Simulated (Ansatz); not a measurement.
**MgO2: computed properties**

Level of theory: Ansatz 0.2.0, DFT r2SCAN, scalar-relativistic, plane waves, PAW.

Cutoff 500 eV; k points 12×12×12 on the computed 3-atom cell (Γ-centred); Gaussian smearing, width 0.02 eV; no spin polarisation.

The structure is relaxed at this level of theory with its symmetry kept. Whether it is the stable form of this composition wasn't checked.

```cif
data_structure
_symmetry_space_group_name_H-M 'R-3m:H'
_symmetry_Int_Tables_number 166
_cell_length_a 3.1570
_cell_length_b 3.1570
_cell_length_c 10.3858
_cell_angle_alpha 90.000
_cell_angle_beta 90.000
_cell_angle_gamma 120.000
_cell_volume 89.64
loop_
_atom_site_label
_atom_site_type_symbol
_atom_site_symmetry_multiplicity
_atom_site_Wyckoff_symbol
_atom_site_fract_x
_atom_site_fract_y
_atom_site_fract_z
_atom_site_occupancy
Mg1 Mg 3 a 0.00000 0.00000 0.00000 1
O1 O 6 c 0.66667 0.33333 0.76245 1
```

(1) Formation energy from the elements' standard states (uncorrected)?

(2) Generalised Kohn–Sham band gap?

(3) Löwdin character of the top 1 eV of the valence band?

(4) Löwdin character of the lowest 1 eV of the conduction band?

(5) Electron masses at the edge by Cartesian direction of the standard setting (m_e; degenerate bands sorted by energy; no spin-orbit coupling)?

(6) Hole masses at the edge by Cartesian direction of the standard setting (m_e; degenerate bands sorted by energy; no spin-orbit coupling)?

(7) Bulk modulus?

(8) Its pressure derivative?

(9) Electronic dielectric constant xx, yy, zz of the standard setting (independent particles)?

(10) Bader charges (e)?

## Answers

(1) -1.785 eV/atom.

(2) 3.16 eV, direct at T.

(3) O 2p 98 %.

(4) O 2p 69 %, O 2s 18 %, Mg 3s 9 %, unprojected 4 %.

(5) x: 1.1; y: 1.1; z: 0.65.

(6) x: 5.5, 0.66; y: 5.5, 0.66; z: 1.7, 1.7.

(7) 134 GPa.

(8) 4.1.

(9) 2.6, 2.6, 3.9.

(10) Mg (1 in the cell) 1.76, O (2 in the cell) -0.88.